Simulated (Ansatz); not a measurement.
# C4H2FN, SMILES N#CC1=C(F)C1: a geometry optimisation

Computed with Ansatz 0.2.0 through its Python package.

The script, `c4h2fn_opt.py`:
```python
'''Relax the C4H2FN molecule.'''

from dataclasses import dataclass

import ansatz
import numpy as np
from rdkit import Chem
from rdkit.Chem import AllChem


@dataclass(frozen=True)
class Options:
    basis_set: str = 'def2-SVP'
    xc: str = 'b3lyp'
    vdw: str = 'd4'


settings = Options()

# a force-field geometry from the SMILES
rd = Chem.AddHs(Chem.MolFromSmiles('N#CC1=C(F)C1'))
AllChem.EmbedMolecule(rd, randomSeed=207)
AllChem.UFFOptimizeMolecule(rd)
mol = ansatz.Crystal.molecule()
for atom, xyz in zip(rd.GetAtoms(), rd.GetConformer().GetPositions()):
    mol = mol.atom(atom.GetSymbol(), xyz.round(5).tolist())

base = mol.calculation().basis(gaussian=settings.basis_set).functional(settings.xc, dispersion=settings.vdw)
symbols = [site.symbol for site in mol.cartesian_sites]
start = np.array([site.position_ang for site in mol.cartesian_sites], dtype=float)
def progress(event):
    if event['event'] == 'relax_step':
        row = event['data']
        print(f'step {row["step"]:3d}  E = {row["lagrangian_ev"]:.6f} eV  largest force component {row["allowed_force_max_ev_ang"]:.4f} eV/A')


summary = base.relax(force_tolerance=0.005).session().plan().execute(on_event=progress).report
end = np.array(summary['positions_ang'])

print(f'E = {summary["free_energy_ev"]:.6f} eV = {summary["free_energy_ev"] / 27.211386246:.7f} Ha')
print('converged:', summary['converged'], ' doubts:', summary['published_state_doubts'] or 'none')

print('final positions (A) and the move of each atom')
for symbol, xyz, old in zip(symbols, end, start):
    print(f'{symbol:2s} {xyz[0]:10.5f} {xyz[1]:10.5f} {xyz[2]:10.5f}   {np.linalg.norm(xyz - old):7.4f}')
with open('c4h2fn_opt.xyz', 'w') as handle:
    handle.write(f'{len(symbols)}\nrelaxed C4H2FN\n')
    handle.writelines(f'{s:2s} {x:11.6f} {y:11.6f} {z:11.6f}\n' for s, (x, y, z) in zip(symbols, end))
```

```console
$ python c4h2fn_opt.py
step   1  E = -8376.152068 eV  largest force component 6.9977 eV/A
step   2  E = -8377.406935 eV  largest force component 2.8545 eV/A
step   3  E = -8377.560961 eV  largest force component 1.8000 eV/A
step   4  E = -8377.584738 eV  largest force component 0.3741 eV/A
step   5  E = -8377.591779 eV  largest force component 0.2367 eV/A
step   6  E = -8377.593334 eV  largest force component 0.1001 eV/A
step   7  E = -8377.593786 eV  largest force component 0.0252 eV/A
step   8  E = -8377.593863 eV  largest force component 0.0173 eV/A
step   9  E = -8377.593872 eV  largest force component 0.0155 eV/A
step  10  E = -8377.593886 eV  largest force component 0.0024 eV/A
E = -8377.594083 eV = -307.8709040 Ha
converged: True  doubts: none
final positions (A) and the move of each atom
N     2.94827    0.23561   -0.45919    0.0346
C     1.80007    0.24012   -0.27388    0.0977
C     0.42084    0.21648   -0.05325    0.1462
C    -0.74692    0.73957    0.17013    0.1166
F    -1.44895    1.82172    0.35609    0.1509
C    -0.82382   -0.72299    0.08408    0.0807
H    -1.22152   -1.20395   -0.82291    0.1499
H    -0.92796   -1.32656    0.99895    0.1499
```

It writes `c4h2fn_opt.xyz`:
```text
8
relaxed C4H2FN
N     2.948267    0.235612   -0.459192
C     1.800066    0.240117   -0.273885
C     0.420842    0.216480   -0.053248
C    -0.746918    0.739569    0.170125
F    -1.448949    1.821723    0.356093
C    -0.823816   -0.722991    0.084082
H    -1.221516   -1.203951   -0.822908
H    -0.927955   -1.326557    0.998952
```

Total energies depend on the basis set; only differences at equal settings carry meaning. The end point is the stationary point reached from this start; no frequency run checks that it is a minimum, and the basis set is modest. b3lyp holds the VWN-RPA fit, as in Gaussian; the form of ORCA and Turbomole is b3lyp5. Wall time of the script: 42 s on 1 thread of Arm Neoverse V2, with other jobs on the host, peak memory 0.31 GiB.
